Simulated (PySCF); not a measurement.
C3H7F: calculation against experiment

**What was measured.**

From NIST CCCBDB Release 22 (SRD 101), experimental dipoles, for the gas: dipole moment 1.956 D.

The runs below try to reproduce these values; the comparison stands at the end.

C3H7F.
SMILES with atom numbers: `[CH3:1][CH:2]([CH3:3])[F:4]` (hydrogens: H5, H6, H7 on C1; H8 on C2; H9, H10, H11 on C3)

Cartesian coordinates in Å at the PBE0-D3(BJ)/def2-SVP level; atoms count from 1:
```xyz
11
C3H7F angstrom
C     -1.2829   -0.3509    0.0760
C     -0.1487    0.5692   -0.3132
C      1.2222   -0.0468   -0.1516
F     -0.2150    1.7061    0.4768
H     -1.1628   -0.6889    1.1167
H     -1.3087   -1.2366   -0.5758
H     -2.2469    0.1714   -0.0087
H     -0.2845    0.9027   -1.3587
H      1.3721   -0.3820    0.8863
H      1.3417   -0.9146   -0.8173
H      2.0037    0.6873   -0.3949
```

Runs made with PySCF (gas phase, on this PBE0-D3(BJ)/def2-SVP geometry; no spin–orbit coupling):

```json
{"level": "PBE0-D3(BJ)/def2-SVP, grid level 1", "job": "geometry optimisation from a GFN2-xTB start shaken at random", "basis functions": "91", "wall time": "15 s"}
```

Hardware: one thread of an Arm Neoverse N1, on a shared host.

## Comparison

**Dipole moment.** Measured: 1.956 D (NIST CCCBDB Release 22 (SRD 101), experimental dipoles).

| level | computed (D) | computed − measured (D) | % (from the printed values) |
| --- | --- | --- | --- |
| PBE0-D3(BJ)/def2-SVP | 1.787 | -0.169 | -9 |

The computed dipoles belong to one fixed geometry; measured ones are averaged over vibrations unless marked μe. Magnitudes are compared, not signs.

The geometry is computed, not the measured one. Where a level misses, the cause wasn't examined.
